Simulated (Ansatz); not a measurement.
Calcium, fcc: convergence with the plane-wave cutoff

Computed with Ansatz, PBE, scalar-relativistic PAW, on the relaxed cell (a = 5.525 Å; spin not included). Errors count from a run at 420 eV on a Γ-centred 16×16×16 mesh with Fermi-Dirac smearing of 0.1 eV, extrapolated to zero width. Fixed here: mesh 10×10×10, Fermi-Dirac width 0.1 eV. The pressure holds a Pulay correction and is unreliable far below the recommended cutoff. The SCF starts from atomic densities corrected by a trained network.

| cutoff (eV) | E(σ→0) error (meV/atom) | P (GPa) | SCF iterations |
| --- | --- | --- | --- |
| 150 | 8039.7 | 0.03 | 6 |
| 200 | 1334.2 | 0.40 | 6 |
| 250 | 168.3 | -0.10 | 6 |
| 300 | 13.8 | 0.03 | 6 |
| 350 | -0.5 | 0.02 | 6 |
| 420 | -1.3 | 0.01 | 6 |
| 500 | -1.7 | 0.01 | 6 |
| 600 | -1.7 | 0.01 | 6 |
| 800 | -1.7 | 0.01 | 6 |

Within 5 meV/atom of the last row: from 350 eV on.
